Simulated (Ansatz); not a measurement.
# Si2H6 (singlet): the correlation ladder at distance Si1–H5 along a hydrogen transfer = 1.381 Å, cc-pVDZ

The task here is to estimate one member of a computed series from the others.

The runs use Ansatz 0.2.0, Gaussian basis; cc-pVDZ, core rule «outside noble gas», up to 10 orbitals frozen.

To be run: UHF; CCSD(T) on RHF; CCSD(T) on UHF; BCCD(T) on RHF; CISD; CCSDT(Q) on RHF; CASSCF and NEVPT2, 2 electrons in 2 orbitals; CASSCF and NEVPT2, 8 electrons in 8 orbitals.

5 further runs of the same task are left out: 4 that didn't finish, 1 set aside as unsound or not needed.

### What is computed

The geometry derives from fragments relaxed apart (PBE0/def2-TZVP) and kept rigid, so it is no stationary point. A hydrogen atom is moved between rigid fragments.

8 atoms, charge 0, spin multiplicity 1.

Atoms are counted from 1 here; the program's logs count them from 0.

Bond lengths: Si1–H2 1.485 Å, Si1–H3 1.485 Å, Si1–H4 1.485 Å, Si1–H5 1.381 Å, Si6–H7 1.526 Å, Si6–H8 1.526 Å. Angles: H2–Si1–H3 109.5°, H2–Si1–H4 109.5°, H2–Si1–H5 109.5°, H3–Si1–H4 109.5°, H3–Si1–H5 109.5°, H4–Si1–H5 109.5°, H7–Si6–H8 91.2°.

Set-up of the first run:

in.yaml reads:

```yaml
crystal:
  periodic: [false, false, false]
  atoms:
    - {symbol: Si, position_ang: [-1.614212, 0.028327, 0.000000]}
    - {symbol: H, position_ang: [-2.109084, 1.428035, 0.000001]}
    - {symbol: H, position_ang: [-2.109083, -0.671527, 1.212183]}
    - {symbol: H, position_ang: [-2.109084, -0.671527, -1.212182]}
    - {symbol: H, position_ang: [-0.233212, 0.028327, 0.000000]}
    - {symbol: Si, position_ang: [1.684788, 0.028327, -0.000001]}
    - {symbol: H, position_ang: [2.296968, -0.845957, 1.090012]}
    - {symbol: H, position_ang: [2.296968, -0.845957, -1.090013]}
basis:
  gaussian: {orbitals: cc-pVDZ}
magnetization: {spin_polarized: true, initial_magnetization: 0}
hamiltonian: {xc: hf}
output: {orbitals: {seedname: orbitals}}
```

The run is started by

```
$ ansatz run in.yaml --threads 1 --pin off --events-out ev --progress --plain --max-ram 2393MiB
```

Among the steps run: UHF; CCSD(T) on RHF; CCSD(T) on UHF; BCCD(T) on RHF; CISD; CCSDT(Q) on RHF; CASSCF and NEVPT2, 2 electrons in 2 orbitals; CASSCF and NEVPT2, 8 electrons in 8 orbitals.

One table of the session follows, with a row left open; its other results are not shown here.

```
         method  from RCCSDT(Q) (kJ/mol)
            RHF                   +729.6
            UHF                   +729.0
           RMP2                   +168.2
           CISD                    +94.0
          RCCSD                    +19.6
       RCCSD(T)                     +4.1
        BCCD(T)                     +4.0
         RCCSDT                        ?
      RCCSDT(Q)                        0
    CASSCF pair                   +689.8
    NEVPT2 pair                   +167.0
CASSCF frontier                   +573.8
NEVPT2 frontier                   +155.7
```

Q: Estimate the row for RCCSDT from the others.

The run gave: from RCCSDT(Q) (kJ/mol): +0.6. In the column «from RCCSDT(Q) (kJ/mol)» it lies between RCCSDT(Q) (0) and BCCD(T) (+4.0).

Not comparable, so not listed: CCSD(T) on UHF (they don't share determinant, frozen orbitals or solution with the rows shown, or repeat one).

Caveats from the session: Warnings: restricted reference is unstable; spin contamination.
